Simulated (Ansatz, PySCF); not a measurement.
Process, species as SMILES: C#C (C2H2) [acetylene] → C#C (C2H2) as doublet, charge +1 + e-
Each molecule is optimised on its own at B3LYP-D3(BJ)/def2-TZVP (Ansatz, an electronic-structure program).

Wanted: adiabatic ionisation energy (0 K, with B3LYP-D3(BJ) harmonic zero-point energies from PySCF), in eV. Correlated levels leave the core frozen unless marked. UHF or UKS for open shells. No spin-orbit coupling. No relativistic terms. FCI takes restricted orbitals. CBS marks a two-point X^-3 extrapolation of the correlation energy; Hartree-Fock from the larger set.

```
level                                        program  adiabatic ionisation energy (eV)
------------------------------------  --------------  --------------------------------
revPBE/def2-TZVPD                             Ansatz                             11.13
r2SCAN-D3(BJ)/def2-TZVPD              Ansatz + dftd3                             11.11
B3LYP-D4/def2-TZVPD                   Ansatz + dftd4                             11.25
PBE0/STO-3G                                   Ansatz                             10.24
BHLYP-D3(BJ)/def2-TZVPD               Ansatz + dftd3                             10.98
HSE06/def2-TZVPD                              Ansatz                             11.15
CAM-B3LYP-D4/def2-TZVPD               Ansatz + dftd4                             11.25
LC-wPBE-D3(BJ)/def2-TZVPD             Ansatz + dftd3                             11.23
CCSD/STO-3G                                   Ansatz                              9.59
CCSD/cc-pVDZ                                  Ansatz                             10.87
CCSD/def2-QZVPP                               Ansatz                             11.19
CCSD/CBS(cc-pVTZ,cc-pVQZ)                     Ansatz                             11.24
CCSD(T)/6-31G*                                Ansatz                             10.78
CCSD(T)/cc-pVDZ                               Ansatz                             10.96
CCSD(T)/def2-SVP                              Ansatz                             11.04
CCSD(T)/def2-TZVPPD                           Ansatz                             11.27
CCSD(T)/def2-QZVPP                            Ansatz                             11.33
CCSDT(Q)/cc-pVDZ                              Ansatz                             10.96
FCI/STO-3G                                    Ansatz                              9.60
CCSD(T)/CBS(cc-pVTZ,cc-pVQZ)                  Ansatz                             11.38
CCSD(T)/CBS(def2-TZVPPD,def2-QZVPPD)          Ansatz                             11.38
```
